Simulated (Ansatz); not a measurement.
# CClSi+: functionals against CCSD(T) at one geometry

An exercise on one series of results from a longer session: the logs are not shown, and one member is left open.

The runs use Ansatz 0.2.0, Gaussian basis; single points in def2-TZVPP.

Cores are frozen in the correlated methods. B3LYP uses VWN-RPA correlation.

### The system as given

SMILES `[Si+]#CCl`, 3 atoms, charge 1, spin multiplicity 1.

Atoms are counted from 1 here; the program's logs count them from 0.

Bond lengths: Si1–C2 1.731 Å, C2–Cl3 1.613 Å. Angles: Si1–C2–Cl3 171.9°.

As a file:

```xyz
3

Si    0.54660    1.53580    0.46650
C    -0.08960    0.00680   -0.03750
Cl   -0.47340   -1.49790   -0.47230
```

Set-up of the first run:

run/in.yaml

```yaml
crystal:
  periodic: [false, false, false]
  atoms:
    - {symbol: Si, position_ang: [0.546600, 1.535800, 0.466500]}
    - {symbol: C, position_ang: [-0.089600, 0.006800, -0.037500]}
    - {symbol: Cl, position_ang: [-0.473400, -1.497900, -0.472300]}
basis:
  gaussian: {orbitals: def2-TZVPP}
total_charge: 1
correlation: {method: ccsd_t}
output: {forces: true}
```

The command line of these runs was not kept.

Among the steps run: CCSD(T)/def2-TZVPP; PBE0-D4/def2-TZVPP; wB97M-V/def2-TZVPP; r2SCAN-D4/def2-TZVPP; PBE-D4/def2-TZVPP; CAM-B3LYP-D4/def2-TZVPP; B3LYP-D4/def2-TZVPP.

One of the session's tables, all rows but one given; the rest of the session is left out.

| method | RMS force component (eV/Å) | angle to CCSD(T) forces (°) |
| --- | --- | --- |
| CCSD(T) | 1.292 | reference |
| PBE0-D4 | 1.389 | 7.5 |
| wB97M-V | 1.285 | 7.7 |
| r2SCAN-D4 | 1.342 | 3.8 |
| PBE-D4 | ? | ? |
| CAM-B3LYP-D4 | 1.274 | 10.9 |
| B3LYP-D4 | 1.256 | 2.8 |

**Question.** Estimate the row for PBE-D4.

The run gave: RMS force component (eV/Å): 1.302; angle to CCSD(T) forces (°): 3.7. In the column «RMS force component (eV/Å)» it lies between CCSD(T) (1.292) and r2SCAN-D4 (1.342).
